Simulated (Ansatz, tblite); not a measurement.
**The cluster PbSe2: a ladder of methods and basis sets**

An exercise on one series of results from a longer session: the logs are not shown, and one member is left open.

Method: as each input shows; program: Ansatz 0.2.0, Gaussian basis.

Levels to be run: GFN1-xTB, GFN2-xTB, PBE-D4/def2-TZVP, r2SCAN-D4/def2-TZVP, r2SCANh-D4/def2-TZVP, ωB97M-V/def2-TZVP, revPBE-D4/def2-TZVP, B2PLYP/def2-TZVP, BHLYP-D4/def2-TZVP, LC-ωPBE(0.10)/def2-TZVP, LC-ωPBE(0.15)/def2-TZVP, LC-ωPBE(0.20)/def2-TZVP, LC-ωPBE(0.30)/def2-TZVP, PBE-D4/def2-SVP, PBE0-D4/def2-SVP, PBE0-D4/def2-TZVPD, PBE-D4/def2-TZVPD, r2SCAN-D4/def2-TZVPD, CCSD(T)/def2-TZVPP, MP2/def2-TZVP, RPA/def2-TZVP.

### The structure

The geometry is that of the singlet, from an earlier relaxation (r2SCAN-D4/def2-TZVP). At that level it is the lowest of the isomers that a small search found.

3 atoms, charge 0, spin multiplicity 1.

Bond lengths: Pb1–Se2 2.621 Å, Pb1–Se3 2.621 Å, Se2–Se3 2.438 Å. Angles: Se2–Pb1–Se3 55.4°, Pb1–Se2–Se3 62.3°, Pb1–Se3–Se2 62.3°.

Pb takes a core potential in the def2 sets. No spin-orbit coupling is included.

PBE0-D4/def2-TZVP was run before; its log isn't repeated, and its numbers join the tables.

Set-up of the first run:

Tight binding, by tblite at 300 K electronic temperature and without a spin-polarisation term:

```python
tblite.interface.Calculator('GFN1-xTB', numbers, positions, charge=0, uhf=0).singlepoint()
```

Tight binding, by tblite at 300 K electronic temperature and without a spin-polarisation term:

```python
tblite.interface.Calculator('GFN2-xTB', numbers, positions, charge=0, uhf=0).singlepoint()
```

start.molden holds the orbitals of an earlier run on this state, given as this run's starting guess.

in.yaml reads:

```yaml
crystal:
  periodic: [false, false, false]
  atoms:
    - {symbol: Pb, position_ang: [-1.470071, 0.373444, 0.302783]}
    - {symbol: Se, position_ang: [1.082122, 0.329995, 0.896543]}
    - {symbol: Se, position_ang: [0.387949, -0.703439, -1.199326]}
basis:
  gaussian: {orbitals: def2-TZVP, initial_orbitals: start.molden}
hamiltonian: {xc: pbe, dispersion: d4}
scf: {omitted_lower_state_checks: [starts]}
output: {orbitals: {seedname: orbitals}}
```

The run is started by

```sh
ansatz run in.yaml --threads 4 --pin off --events-out ev --progress --plain --max-ram 3916MiB
```

Among the steps run: PBE-D4/def2-TZVP; r2SCAN-D4/def2-TZVP; r2SCANh-D4/def2-TZVP; ωB97M-V/def2-TZVP; revPBE-D4/def2-TZVP; B2PLYP/def2-TZVP; BHLYP-D4/def2-TZVP; LC-ωPBE(0.10)/def2-TZVP; LC-ωPBE(0.15)/def2-TZVP; LC-ωPBE(0.20)/def2-TZVP; LC-ωPBE(0.30)/def2-TZVP; PBE-D4/def2-SVP; PBE0-D4/def2-SVP; PBE0-D4/def2-TZVPD; PBE-D4/def2-TZVPD; r2SCAN-D4/def2-TZVPD; CCSD(T)/def2-TZVPP; MP2/def2-TZVP; RPA/def2-TZVP.

One of the session's tables, all rows but one given; the rest of the session is left out.

It belongs to the step «Levels side by side». 

| level | HOMO (eV) | LUMO (eV) | gap (eV) |
| --- | --- | --- | --- |
| PBE-D4/def2-SVP | -4.49 | -3.36 | 1.13 |
| PBE-D4/def2-TZVP | -4.64 | -3.45 | 1.19 |
| PBE-D4/def2-TZVPD | -4.69 | -3.49 | 1.20 |
| revPBE-D4/def2-TZVP | -4.57 | -3.35 | 1.23 |
| r2SCAN-D4/def2-TZVP | -4.84 | -3.35 | 1.49 |
| r2SCAN-D4/def2-TZVPD | -4.87 | -3.37 | 1.50 |
| r2SCANh-D4/def2-TZVP | -5.22 | -3.12 | 2.10 |
| PBE0-D4/def2-SVP | -5.54 | -2.78 | 2.76 |
| PBE0-D4/def2-TZVP | -5.64 | -2.84 | 2.80 |
| PBE0-D4/def2-TZVPD | -5.68 | -2.87 | 2.81 |
| BHLYP-D4/def2-TZVP | -6.51 | -2.20 | 4.31 |
| ωB97M-V/def2-TZVP | ? | ? | ? |
| LC-ωPBE(0.10)/def2-TZVP | -6.05 | -2.11 | 3.94 |
| LC-ωPBE(0.15)/def2-TZVP | -6.59 | -1.66 | 4.93 |
| LC-ωPBE(0.20)/def2-TZVP | -7.02 | -1.36 | 5.66 |
| LC-ωPBE(0.30)/def2-TZVP | -7.66 | -1.06 | 6.59 |

**Question.** Estimate the row for ωB97M-V/def2-TZVP.

The run gave: HOMO (eV): -7.67; LUMO (eV): -1.19; gap (eV): 6.48. In the column «HOMO (eV)» it is the lowest.
